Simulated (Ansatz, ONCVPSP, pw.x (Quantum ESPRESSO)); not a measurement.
**pw.x on diamond Sn: one setting changed**

Potential: optimised norm-conserving Vanderbilt (ONCV), ONCVPSP 4.0.1.1 (patched build), PBEsol; core [Kr] 4d10, reference 5s2 5p2; waves: 5s: rc 2.20 bohr, ncon 3, nbas 6, qcut 3.1 1/bohr, 2 projectors, debl 1.4 Ha; 5p: rc 3.30 bohr, ncon 4, nbas 7, qcut 3.4 1/bohr, 2 projectors, debl 3.3 Ha; d scattering state at 0.2 Ha: rc 2.25 bohr, ncon 4, nbas 8, qcut 4.6 1/bohr, 1 projector; local part: polynomial inside 2.15 bohr (lpopt 5, dvloc0 0 Ha); core correction: none.

The reference run (k-mesh 8³, cutoffs 45/180 Ry, Fermi–Dirac 0.01 Ry, mixing_beta 0.4, conv_thr 1e-9, no spin) gives -0.15 GPa at 35.058 Å³/atom, where all-electron LAPW gives -0.01 GPa. This run, with its own iteration cap, changes conv_thr to 1e-06.

```
&control
  calculation='scf', prefix='x', pseudo_dir='./', outdir='./tmp', tstress=.true., disk_io='none'
/
&system
  ibrav=0, nat=2, ntyp=1, ecutwfc=45, ecutrho=180, nbnd=11,
  occupations='smearing', smearing='fd', degauss=0.01
/
&electrons
  conv_thr=1e-06, mixing_beta=0.4, electron_maxstep=50
/
ATOMIC_SPECIES
Sn 1.0 Sn.UPF
CELL_PARAMETERS angstrom
  0.00000000 3.27287219 3.27287219
  3.27287219 0.00000000 3.27287219
  3.27287219 3.27287219 0.00000000
ATOMIC_POSITIONS crystal
Sn 0.0000 0.0000 0.0000
Sn 0.2500 0.2500 0.2500
K_POINTS automatic
8 8 8 0 0 0
```

```bash
pw.x < Sn.scf.in > Sn.scf.out
```

How does the run end?

It converges in 5 iterations; the free energy moves by +0.0 meV/atom and the pressure by +0.00 GPa. The result is that of the reference run.

```
Message from routine setup:
     using ibrav=0 with symmetry is DISCOURAGED, use correct ibrav instead
     lattice parameter (alat)  =       8.7467  a.u.
     unit-cell volume          =     473.1662 (a.u.)^3
     number of electrons       =         8.00
     number of Kohn-Sham states=           11
     kinetic-energy cutoff     =      45.0000  Ry
     charge density cutoff     =     180.0000  Ry
     scf convergence threshold =      1.0E-06
     Exchange-correlation= PBESOL
     number of k points=    29  Fermi-Dirac smearing, width (Ry)=  0.0100
     iteration #  1     ecut=    45.00 Ry     beta= 0.40
     total energy              =     -14.14544604 Ry
     estimated scf accuracy    <       0.02102542 Ry
     iteration #  2     ecut=    45.00 Ry     beta= 0.40
     total energy              =     -14.14443910 Ry
     estimated scf accuracy    <       0.00638923 Ry
     iteration #  3     ecut=    45.00 Ry     beta= 0.40
     total energy              =     -14.14470787 Ry
     estimated scf accuracy    <       0.00007257 Ry
     iteration #  4     ecut=    45.00 Ry     beta= 0.40
     total energy              =     -14.14472168 Ry
     estimated scf accuracy    <       0.00000208 Ry
     iteration #  5     ecut=    45.00 Ry     beta= 0.40
     the Fermi energy is     3.8880 ev
!    total energy              =     -14.14472210 Ry
     estimated scf accuracy    <       0.00000007 Ry
     smearing contrib. (-TS)   =      -0.00128396 Ry
     The total energy is F=E-TS. E is the sum of the following terms:
     one-electron contribution =       2.83836060 Ry
     hartree contribution      =       1.02992695 Ry
     xc contribution           =      -4.07621900 Ry
     ewald contribution        =     -13.93550669 Ry
     convergence has been achieved in   5 iterations
          total   stress  (Ry/bohr**3)                   (kbar)     P=       -1.46
     Message from routine punch:
     Nothing written, as per user request (disk_io='none')
```

The run took about 7.7 s on one core of a shared host (Neoverse-V2, 96 threads, 742 GiB, load 69).
